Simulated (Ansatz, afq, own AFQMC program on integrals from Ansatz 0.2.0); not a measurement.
## Atomization energy of Al2H2, singlet

| atom | x (Å) | y (Å) | z (Å) |
| --- | --- | --- | --- |
| Al | 0.0000 | -0.1535 | 1.3084 |
| Al | 0.0000 | 0.1535 | -1.3084 |
| H | 0.0000 | 1.1439 | 2.2825 |
| H | 0.0000 | -1.1439 | -2.2825 |

Connectivity, by distances: AlH–AlH.

Atoms in their ground-state spins without spin–orbit coupling (mostly on UHF) minus the molecule (RHF), without zero-point energy. The geometry is a stationary point, not shown to be a minimum.

Basis 6-31G. Only valence electrons are correlated. AFQMC by an in-house program on the Cholesky factors that Ansatz 0.2.0 writes for its CCSD(T) run. ph-AFQMC/CISD is guided by a CISD state made of CCSD amplitudes; releasing the constraint for a short imaginary time cuts its bias at the price of noise, slowly where states lie close. Error bars are statistical, one sigma. The errors of all members are added in quadrature.

Full CI on the same integrals is exact in this basis and with this determinant's frozen core.

Errors are counted within 6-31G, not against nature.

Cautions: Al₂H₂ (singlet): restricted determinant unstable towards unrestricted (UHF 301 meV lower, ⟨S²⟩ 0.67), strong correlation (T1 0.030, weight of the determinant 0.85, largest double 0.24), its ph-AFQMC/CISD value lies 23 ± 4 meV above full CI.

Reference (full CI): 125.0 kcal/mol.

```json
{"level": "HF", "atomization energy (kcal/mol)": "97.1", "error against FCI (kcal/mol)": "-27.9"}
{"level": "MP2", "atomization energy (kcal/mol)": "118.3", "error against FCI (kcal/mol)": "-6.7"}
{"level": "CCSD", "atomization energy (kcal/mol)": "122.7", "error against FCI (kcal/mol)": "-2.2"}
{"level": "CCSD(T)", "atomization energy (kcal/mol)": "124.2", "error against FCI (kcal/mol)": "-0.8"}
{"level": "ph-AFQMC/CISD", "atomization energy (kcal/mol)": "124.5 ± 0.1", "error against FCI (kcal/mol)": "-0.5 ± 0.1"}
{"level": "released AFQMC", "atomization energy (kcal/mol)": "124.7 ± 0.1", "error against FCI (kcal/mol)": "-0.2 ± 0.1"}
```

Correlation beyond CCSD(T) adds 0.8 kcal/mol. The perturbative (T) step is worth +1.5 kcal/mol. Where the cautions show a poor determinant, the low rows tell how each method copes with it, not its usual error.

A walk keeps the symmetry of its determinant, which the program's search chose and which needn't be the lowest solution, so a lower state of the same spin and another symmetry isn't excluded. Released energies are given only where the last usable release times agree within the noise; a slower fall can still hide under it.
